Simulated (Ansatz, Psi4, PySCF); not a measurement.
Process, species as SMILES: CCS [ethanethiol] -> [CH3] (CH3) + [CH2]S (CH3S) (the C-C bond breaks)

Wanted: bond dissociation energy (electronic), in kcal/mol. Set-up: UHF or UKS for open shells; spin-orbit terms left out; valence correlation only; no dispersion term unless named; LANL2DZ with its own core potentials from Na on; non-relativistic; six Cartesian d functions in 6-31G* and its kin unless marked 5d. CBS(X,Y): correlation extrapolated as X^-3; Hartree-Fock from the larger set. [CCSD(T)-MP2]/basis is that difference in the basis named. First-principles rows: single points at B3LYP-D3(BJ) geometries (Ansatz, a program for electronic structure).

Coupled cluster (Ansatz) is a level with limits of its own, used here on species with T1 under 0.025 (0.045 for open shells) and stable references: RI-MP2/CBS(aug-cc-pV(T+d)Z,aug-cc-pV(Q+d)Z)+[CCSD(T)-MP2]/aug-cc-pV(T+d)Z.

Value to compare with, RI-MP2/CBS(aug-cc-pV(T+d)Z,aug-cc-pV(Q+d)Z)+[CCSD(T)-MP2]/aug-cc-pV(T+d)Z (Ansatz): 90.1 kcal/mol.

| level | program | bond dissociation energy (electronic) (kcal/mol) | difference |
|---|---|---|---|
| HF/STO-3G | Ansatz | 87.7 | -2.4 |
| BP86/def2-SVP | PySCF | 88.1 | -2.0 |
| B3LYP/3-21G | Ansatz | 95.4 | 5.3 |
| B3LYP/LANL2DZ | Ansatz | 86.8 | -3.3 |
| B3LYP/6-31G | Ansatz | 90.3 | 0.2 |
| B3LYP/6-31G* | Ansatz | 88.3 | -1.8 |
| B3LYP/def2-SVP | Ansatz | 86.3 | -3.8 |
| PBE0/6-31G* | Ansatz | 91.9 | 1.8 |
| wB97X-D/6-31G* | Psi4 | 93.7 | 3.6 |
| MP2/STO-3G | Ansatz | 106.5 | 16.4 |
| PBE0/def2-TZVPD | Ansatz | 86.2 | -3.9 |
| M06-2X/def2-TZVPD | PySCF | 90.8 | 0.7 |
| B2PLYP-D3(BJ)/def2-TZVPD | Ansatz + dftd3 | 86.8 | -3.3 |

Among the 10 habitual levels, MP2/STO-3G lies farthest from RI-MP2/CBS(aug-cc-pV(T+d)Z,aug-cc-pV(Q+d)Z)+[CCSD(T)-MP2]/aug-cc-pV(T+d)Z (Ansatz) (16.4 kcal/mol) and B3LYP/6-31G nearest (0.2); 5 of 10 lie above it, and their mean absolute difference is 4.1 kcal/mol, the median 2.8. One case shows no general order.

The levels are drawn from those run, B3LYP/6-31G* more often than the rest, none by its result; runs whose electronic state is in doubt are left out.
